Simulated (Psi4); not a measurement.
# BNH4 (SMILES BN): TPSS/def2-TZVPP

What is the energy change on altering one bond length of BNH4 at TPSS/def2-TZVPP? 

The results are computed with Psi4 1.11.

2 further runs of the same task are left out: 1 that didn't finish, 1 set aside as unsound or not needed.

**1. The system as given**

BNH4 has 6 atoms, charge 0, and is taken as a singlet. SMILES: `BN`. Geometry: relaxed at PBE0-D4/def2-TZVP.

Bond lengths: B1–N2 1.385 Å, B1–H3 1.197 Å, B1–H4 1.197 Å, N2–H5 1.006 Å, N2–H6 1.006 Å. Angles: B1–N2–H5 123.2°, B1–N2–H6 123.2°, N2–B1–H3 119.0°, N2–B1–H4 119.0°, H5–N2–H6 113.5°, H3–B1–H4 122.0°.

**2. Energy and forces at TPSS/def2-TZVPP**

File job.in:

```
memory 1600 MB

molecule molecule1 {
  0 1
  B     -0.128200    -0.679600    -0.025600
  N      0.146100     0.677400     0.010800
  H      0.225800    -1.368000     0.887500
  H     -0.712000    -1.128700    -0.969200
  H     -0.121600     1.313700    -0.720800
  H      0.632000     1.121400     0.771300
  units angstrom
  symmetry c1
}

set {
  basis                def2-TZVPP
  puream               true
  e_convergence        1e-09
  d_convergence        1e-08
  scf_type             pk
  dft_radial_points    99
  dft_spherical_points 590
}

e_tot, wfn = gradient('tpss', return_wfn=True)
print_variables()
```

Started as:

```sh
$ psi4 -n 1 job.in job.out
```

job.out:

```text
[...]
  Running in c1 symmetry.
[...]
  Nuclear repulsion =   32.316093047941223
[...]
  Multiplicity = 1
[...]
  Nalpha       = 8
  Nbeta        = 8
[...]
    Number of basis functions: 118
[...]
   @RKS iter   1:   -81.73615642083412   -2.52232e-01   7.64156e-03 DIIS/ADIIS
[...]
   @RKS iter  10:   -82.08935104818730   -5.20117e-12   2.85609e-09 DIIS
[...]
    Orbital Energies [Eh]
    ---------------------
    Doubly Occupied:
       1A    -14.104999     2A     -6.569599     3A     -0.815046
       4A     -0.481421     5A     -0.473170     6A     -0.354041
       7A     -0.285324     8A     -0.270123
[...]
  @RKS Final Energy:   -82.08935104818730
   => Energetics <=
    Nuclear Repulsion Energy =             32.3160930479412229
    One-Electron Energy =                -173.5173446946014337
    Two-Electron Energy =                  71.6237836817465165
    DFT Exchange-Correlation Energy =     -12.5118830832735970
    Empirical Dispersion Energy =           0.0000000000000000
    VV10 Nonlocal Energy =                  0.0000000000000000
    Total Energy =                        -82.0893510481872966
[...]
 Multipole Moments:
 ------------------------------------------------------------------------------------
     Multipole            Electronic (a.u.)      Nuclear  (a.u.)        Total (a.u.)
 ------------------------------------------------------------------------------------
 L = 1.  Multiply by 2.5417464519 to convert [e a0] to [Debye]
 Dipole X            :          0.0765495            0.0811556            0.1577051
 Dipole Y            :          0.3790671            0.4016450            0.7807121
 Dipole Z            :          0.0101965            0.0107185            0.0209149
 Magnitude           :                                                    0.7967558
[...]
  -Total Gradient:
     Atom            X                  Y                   Z
    ------   -----------------  -----------------  -----------------
       1        0.001714866427     0.008564630832     0.000216563808
       2       -0.000209673441    -0.001234434358     0.000032816406
       3        0.000146557540    -0.000580978028     0.000476352075
       4       -0.000345631422    -0.000453818151    -0.000496374066
       5        0.000939778275    -0.003534056525     0.003030525648
       6       -0.002245878830    -0.002761252705    -0.003259882007
[...]
```

It took 83 s on 1 thread of Intel Xeon Platinum 8259CL at 2.50GHz (Skylake/Cascade Lake), shared host; peak memory 0.72 GiB.

**3. The distorted shape, same level**

File job.inp:

```
memory 1.6 GB

molecule geom {
  B     -0.32002890    -1.66898155    -0.05869678
  N      0.27608899     1.28010048     0.02040904
  H      0.34893415    -2.96986901     1.66681214
  H     -1.42325101    -2.51765755    -1.84184235
  H     -0.22979070     2.48253321    -1.36211459
  H      1.19430691     2.11913888     1.45754576
  units au
  symmetry c1
  no_reorient
  no_com
}

set basis def2-TZVPP
set reference rks
set puream true
set e_convergence 1e-09
set d_convergence 1e-08
set scf_type pk
set dft_radial_points 99
set dft_spherical_points 590

e, wfn = gradient("tpss", return_wfn=True)
oeprop(wfn, "MAYER_INDICES", "MULLIKEN_CHARGES", "QUADRUPOLE")
```

Started as:

```sh
$ psi4 -i job.inp -o job.out -n 1
```

job.out, cut to the lines that bear on the results:

```text
[...]
  Running in c1 symmetry.
[...]
  Nuclear repulsion =   30.057889288137599
[...]
  Multiplicity = 1
[...]
  Nalpha       = 8
  Nbeta        = 8
[...]
    Number of basis functions: 118
[...]
   @RKS iter   1:   -81.75432223428086   -4.04835e-01   7.24272e-03 DIIS/ADIIS
[...]
   @RKS iter  10:   -82.06812836974808   -7.97229e-12   2.27019e-09 DIIS
[...]
  @RKS Final Energy:   -82.06812836974808
   => Energetics <=
    Nuclear Repulsion Energy =             30.0578892881375985
    One-Electron Energy =                -169.0914762828121241
    Two-Electron Energy =                  69.3919516586468319
    DFT Exchange-Correlation Energy =     -12.4264930337203836
    Empirical Dispersion Energy =           0.0000000000000000
    VV10 Nonlocal Energy =                  0.0000000000000000
    Total Energy =                        -82.0681283697480808
[...]
  -Total Gradient:
     Atom            X                  Y                   Z
    ------   -----------------  -----------------  -----------------
       1       -0.016579775176    -0.081949516141    -0.002211910609
       2        0.018686986601     0.092262978847     0.002542295924
       3       -0.000791871304    -0.005621119957     0.000493404414
       4       -0.001436410670    -0.005454673742    -0.000781676129
       5        0.002065622372    -0.000109738855     0.003940516219
       6       -0.001944499933     0.000872327046    -0.003982623974
[...]
 Multipole Moments:
 ------------------------------------------------------------------------------------
     Multipole            Electronic (a.u.)      Nuclear  (a.u.)        Total (a.u.)
 ------------------------------------------------------------------------------------
 L = 1.  Multiply by 2.5417464519 to convert [e a0] to [Debye]
 Dipole X            :         -0.1155660            0.2226778            0.1071117
 Dipole Y            :          0.8004559           -0.2700589            0.5303971
 Dipole Z            :          0.2444221           -0.2302197            0.0142024
 Magnitude           :                                                    0.5412908
 L = 2.  Multiply by 1.3450342976 to convert [e a0^2] to [Debye ang]
 Quadrupole XX       :        -15.6642204            4.6722396          -10.9919807
 Quadrupole XY       :         -9.3695773            9.6519723            0.2823950
[...]
  Mulliken Charges: (a.u.)
   Center  Symbol    Alpha    Beta     Spin     Total
[...]
```

Wall time 83 s (1 thread of Intel Xeon Platinum 8259CL at 2.50GHz (Skylake/Cascade Lake), shared host); peak memory 0.71 GiB.

**4. What came out**

Level: TPSS/def2-TZVPP.

| quantity | value |
| --- | --- |
| first shape: total energy | -82.08935 Eh |
| first shape: dipole moment | 2.03 D |
| first shape: HOMO energy | -7.35 eV |
| first shape: LUMO energy | -0.50 eV |
| first shape: HOMO–LUMO gap | 6.85 eV |
| first shape: largest force on an atom | 0.449 eV/Å |
| distorted shape: total energy | -82.06813 Eh |
| distorted shape: dipole moment | 1.38 D |
| distorted shape: HOMO energy | -6.57 eV |
| distorted shape: LUMO energy | -1.30 eV |
| distorted shape: HOMO–LUMO gap | 5.27 eV |
| distorted shape: largest force on an atom | 4.842 eV/Å |
| energy change with the B1–N2 bond stretched from 1.385 to 1.593 Å | 0.577 eV |

What this shows: With the B1–N2 bond stretched from 1.385 to 1.593 Å the energy rises by 0.58 eV (55.7 kJ/mol). The first shape isn't relaxed at this level, so the change isn't measured from a minimum. The largest force (first shape) is 0.45 eV/Å: the shape isn't a stationary point for this species at this level.
